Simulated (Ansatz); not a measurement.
# CAlN: the cost of one run

Computed with Ansatz 0.2.0, Gaussian basis. Level: def2-QZVPP, all electrons in the functionals, frozen cores in the correlation of double hybrids and RPA.

The runs, in order: wB97M-V, B2PLYP, at charge 0, triplet; charge 0, singlet; charge 0, quintet; charge 1, doublet; charge 1, quartet.

2 further runs of the same task are left out: 2 set aside as unsound or not needed.

## 1. The system

The geometry is a PBE0/def2-TZVP stationary point (not a proven minimum).

3 atoms, charge 0, spin multiplicity 3.

Atoms are counted from 1 here; the program's logs count them from 0.

Bond lengths: Al1–N2 1.793 Å, N2–C3 1.178 Å. Angles: Al1–N2–C3 180.0°.

No dispersion term is added; wB97M-V holds VV10 nonlocal correlation.

The geometry shown and the zero of energy belong to the point charge 0, triplet. The yardstick, UCCSD(T), and other wave-function levels (R restricted, U unrestricted, valence and pair active spaces) come from earlier runs.

## 2. wB97M-V, charge 0, triplet

Input file in.yaml:

```yaml
crystal:
  periodic: [false, false, false]
  atoms:
    - {symbol: Al, position_ang: [0.000000, 0.000000, 1.587667]}
    - {symbol: N, position_ang: [0.000000, 0.000000, -0.204933]}
    - {symbol: C, position_ang: [0.000000, 0.000000, -1.382733]}
basis:
  gaussian: {orbitals: "def2-QZVPP.json"}
magnetization: {spin_polarized: true, initial_magnetization: 2}
hamiltonian: {xc: {name: wB97M-V}}
output: {orbitals: {seedname: orbitals}}
```

Launch:

```bash
$ ansatz run in.yaml --threads 1 --pin off --events-out ev --progress --plain --max-ram 2393MiB
```

Q: Estimate wall time and peak memory on 1 thread of Arm Neoverse V1, shared host.

About 19 s, with a peak of 0.46 GiB.
